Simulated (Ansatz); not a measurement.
Redistribution: C4H10 + C4H8Cl2 → C3H7Cl + C5H11Cl

Species: C4H10 (isobutane) `CC(C)C`, singlet; C4H8Cl2 (1,3-dichlorobutane) `CC(Cl)CCCl`, singlet; C3H7Cl (2-chloropropane) `CC(C)Cl`, singlet; C5H11Cl (1-chloro-3-methylbutane) `CC(C)CCCl`, singlet. The partners trade CH3 for Cl; both sit on C, so the bond types are kept.

Shapes, held fixed at every level: PBE0-D4/def2-TZVP. Flexible molecules stand in one conformer, not always the lowest. Programs: Ansatz 0.2.0. Electronic energies: no zero-point or thermal term.

| level | kind | ΔE (kJ/mol) | less CCSD(T)/CBS estimate |
| --- | --- | --- | --- |
| HF/def2-SVP | Hartree–Fock | 0.0 | +2.3 |
| HF/def2-TZVPP | Hartree–Fock | +0.5 | +2.8 |
| SPW92/def2-TZVPP | LDA | -3.7 | -1.4 |
| PBE0-D4/def2-TZVPP | global hybrid | -2.4 | -0.1 |
| wB97X-V/def2-TZVPP | range-separated hybrid | -2.3 | 0.0 |
| B2PLYP/def2-TZVPP | double hybrid | -1.1 | +1.2 |
| MP2/def2-TZVPP | perturbation theory | -2.3 | 0.0 |
| CCSD(T)/CBS estimate | coupled cluster or CI | -2.3 | 0.0 |

The highest level, CCSD(T)/CBS estimate, gives ΔE = -2.3 kJ/mol; the levels span -3.7 to +0.5. That is about zero within the method's error. They disagree on the sign: 1 of 8 are positive. The column of differences is taken from that level and isn't an error. No measured value is set beside it here. The CBS estimate extrapolates MP2 from def2-TZVPP and def2-QZVPP and adds CCSD(T) − MP2 in the triple-zeta set, cores frozen.
